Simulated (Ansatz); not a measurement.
# H2OSi: the cost of one run

All numbers are computed with Ansatz 0.2.0, driven from Python. Level of theory: PBE/def2-SVP.

**1. Starting point**

Bond lengths: O1–Si2 1.504 Å, Si2–H3 1.456 Å, Si2–H4 1.456 Å. Angles: O1–Si2–H3 124.8°, O1–Si2–H4 124.9°, H3–Si2–H4 110.3°.

The script holds or builds the structure itself.

**2. The code**

Contents of dimer.py:

```python
# -*- coding: utf-8 -*-
"""Binding of a H2OSi dimer at a trial geometry."""

import ansatz as az

FIRST = [
    ("O", (-0.2815, 0.4109, 1.4616)),
    ("Si", (-0.0075, 0.0109, 0.0379)),
    ("H", (0.4307, -1.312, -0.3845)),
    ("H", (-0.1417, 0.8902, -1.1151)),
]
SECOND = [
    ("O", (-3.1461, 4.7255, 0.7052)),
    ("Si", (-2.1163, 3.6745, 0.3942)),
    ("H", (-1.3604, 3.5928, -0.8478)),
    ("H", (-1.7326, 2.5929, 1.2906)),
]

def energy(atoms, ghosts=()):
    molecule = az.Crystal.molecule()
    for symbol, xyz in atoms:
        molecule = molecule.atom(symbol, xyz)
    calc = (
        molecule.calculation()
        .basis(gaussian="def2-SVP")
        .functional("PBE")
    )
    deck = calc.input()
    if ghosts:
        deck = deck.set(az.key.basis.gaussian.ghost_atoms, [{"symbol": s, "position_ang": list(xyz)} for s, xyz in ghosts])
    return az.Session.from_dict(deck).plan().execute().report["free_energy_ev"]

# ghost atoms carry the functions of the partner
both = energy(FIRST + SECOND)
alone = energy(FIRST) + energy(SECOND)
ghosted = energy(FIRST, SECOND) + energy(SECOND, FIRST)
print(f"dimer {both:.6f} eV")
print(f"interaction, uncorrected   {(both - alone):8.3f} eV")
print(f"interaction, counterpoise  {(both - ghosted):8.3f} eV")
print(f"basis-set superposition    {(alone - ghosted):8.3f} eV")
```

**3. What the engine is handed**

The engine receives this input (first run):

```yaml
crystal:
  periodic: [false, false, false]
  atoms:
    - { symbol: O, position_ang: [-0.2815, 0.4109, 1.4616] }
    - { symbol: Si, position_ang: [-0.0075, 0.0109, 0.0379] }
    - { symbol: H, position_ang: [0.4307, -1.312, -0.3845] }
    - { symbol: H, position_ang: [-0.1417, 0.8902, -1.1151] }
    - { symbol: O, position_ang: [-3.1461, 4.7255, 0.7052] }
    - { symbol: Si, position_ang: [-2.1163, 3.6745, 0.3942] }
    - { symbol: H, position_ang: [-1.3604, 3.5928, -0.8478] }
    - { symbol: H, position_ang: [-1.7326, 2.5929, 1.2906] }
basis:
  gaussian:
    orbitals: def2-SVP
hamiltonian:
  xc: pbe
```

**4. Running it**

Run with:

```
$ python dimer.py
```

Q: Estimate wall time and peak memory on 1 thread of Arm Neoverse V1, shared host.

About 5.5 s, with a peak of 0.17 GiB.
